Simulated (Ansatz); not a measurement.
**SiPHO+ (doublet): the correlation ladder, cc-pVDZ**

The task here is to estimate one member of a computed series from the others.

Method: cc-pVDZ, core rule «outside noble gas», up to 11 orbitals frozen; program: Ansatz 0.2.0, Gaussian basis.

To be run: UHF; CCSD(T) on ROHF; CCSD(T) on UHF; BCCD(T) on ROHF; CISD; CCSDT(Q) on ROHF; CCSDT(Q) on UHF.

12 further runs of the same task are left out: 5 that didn't finish, 7 set aside as unsound or not needed.

## The system

The geometry is a PBE0/def2-TZVP stationary point (not a proven minimum) of the parent state, kept for this charge and spin.

4 atoms, charge 1, spin multiplicity 2.

Atoms are counted from 1 here; the program's logs count them from 0.

Bond lengths: O1–Si2 1.509 Å, Si2–P3 2.055 Å, P3–H4 1.440 Å. Angles: O1–Si2–P3 179.0°, Si2–P3–H4 79.0°.

Set-up of the first run:

The input, in.yaml:

```yaml
crystal:
  periodic: [false, false, false]
  atoms:
    - {symbol: O, position_ang: [0.000000, 0.022826, 2.051961]}
    - {symbol: Si, position_ang: [0.000000, 0.003412, 0.542956]}
    - {symbol: P, position_ang: [0.000000, -0.059190, -1.510661]}
    - {symbol: H, position_ang: [0.000000, 1.361496, -1.278322]}
basis:
  gaussian: {orbitals: cc-pVDZ}
total_charge: 1
magnetization: {spin_polarized: true, initial_magnetization: 1}
hamiltonian: {xc: hf}
output: {orbitals: {seedname: orbitals}}
```

Run with:

```console
> ansatz run in.yaml --threads 1 --pin off --events-out ev --progress --plain --max-ram 2393MiB
```

Steps of the session up to this table: UHF; CCSD(T) on ROHF; CCSD(T) on UHF; BCCD(T) on ROHF; CISD; CCSDT(Q) on ROHF; CCSDT(Q) on UHF.

One table of the session follows, with a row left open; its other results are not shown here.

```
   method  from RCCSDT(Q) (kJ/mol)
     ROHF                  +1097.1
      UHF                  +1086.3
     RMP2                    +99.5
     UMP2                   +101.7
     CISD                   +178.0
    RCCSD                    +56.7
    UCCSD                    +56.4
 RCCSD(T)                     +8.0
 UCCSD(T)                     +8.2
  BCCD(T)                        ?
   RCCSDT                     +3.7
   UCCSDT                     +3.8
RCCSDT(Q)                        0
UCCSDT(Q)                     -3.2
```

Estimate the missing values for BCCD(T).

**Answer.** from RCCSDT(Q) (kJ/mol): +7.2. In the column «from RCCSDT(Q) (kJ/mol)» it lies between UCCSDT (+3.8) and RCCSD(T) (+8.0).

Caveats from the session: Restricted and unrestricted rows rest on different reference determinants; where their highest levels disagree by more than a few hundredths of an eV, they describe different states and don't form one ladder.
